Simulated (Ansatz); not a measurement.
Ansatz (a program for electronic structure) input (CCSD(T)/cc-pwCVTZ): A basis named .json is the Basis Set Exchange file of that set (core-valence sets with the plain set on hydrogen).

Ansatz 0.2 input:
```yaml
crystal:
  periodic: [false, false, false]
  atoms:
    - {symbol: O, position_ang: [-0.00000000, -0.00000000, -0.10852476]}
    - {symbol: H, position_ang: [0.00000000, 0.00000000, 0.86819804]}
basis:
  gaussian:
    orbitals: cc-pwCVTZ.json
magnetization: {spin_polarized: true, initial_magnetization: 1}
correlation: {method: ccsd_t, frozen_orbitals: {H: 0, O: 0}}
```

Output:

```
Functional definition: HF
integrals: 0.03 GiB planned
339 factors; integrals over basis functions are off by at most 8.0e-4 eV
mean field: 0.08 GiB planned
mean field evaluation 1: about -2051.7619 eV, gradient 1.2e1 eV
mean field evaluation 2: about -2051.7625 eV, gradient 1.2e1 eV
mean field evaluation 4: about -2052.2503 eV, gradient 1.3e0 eV
mean field evaluation 8: about -2052.2574 eV, gradient 5.9e-4 eV
mean field evaluation 16: about -2050.7969 eV, gradient 1.6e1 eV
mean field evaluation 32: about -2052.2573 eV, gradient 6.0e-2 eV
mean field -2052.25737432 eV, -75.4190674363 hartree, gradient 1.7e-6 eV, S^2 0.756193; 2 other end points of the search recorded, 0 dependent functions left out
reference -2052.25737432 eV, -75.4190674363 hartree; 5, 4 occupied and 52, 53 virtual orbitals, 339 factors
second order -6.96393415 eV of doubles, -0.00000000 eV of singles
coupled cluster: 0.13 GiB planned
cycle   1  -7.22520716 eV  change   -2.6e-1 eV  update   3.2e-2
cycle   2  -7.34546240 eV  change   -1.2e-1 eV  update   1.1e-2
cycle   3  -7.35801643 eV  change   -1.3e-2 eV  update   4.0e-3
cycle   4  -7.35746617 eV  change    5.5e-4 eV  update   1.5e-3
cycle   5  -7.35811852 eV  change   -6.5e-4 eV  update   6.0e-4
cycle   6  -7.35825900 eV  change   -1.4e-4 eV  update   2.1e-4
cycle   7  -7.35828465 eV  change   -2.6e-5 eV  update   7.2e-5
cycle   8  -7.35826396 eV  change    2.1e-5 eV  update   2.4e-5
cycle   9  -7.35826581 eV  change   -1.9e-6 eV  update   8.0e-6
perturbative correction -0.15610144 eV, -0.0057366221 hartree
Total energy: -2059.77174157 eV, -75.6952153392 hartree
```
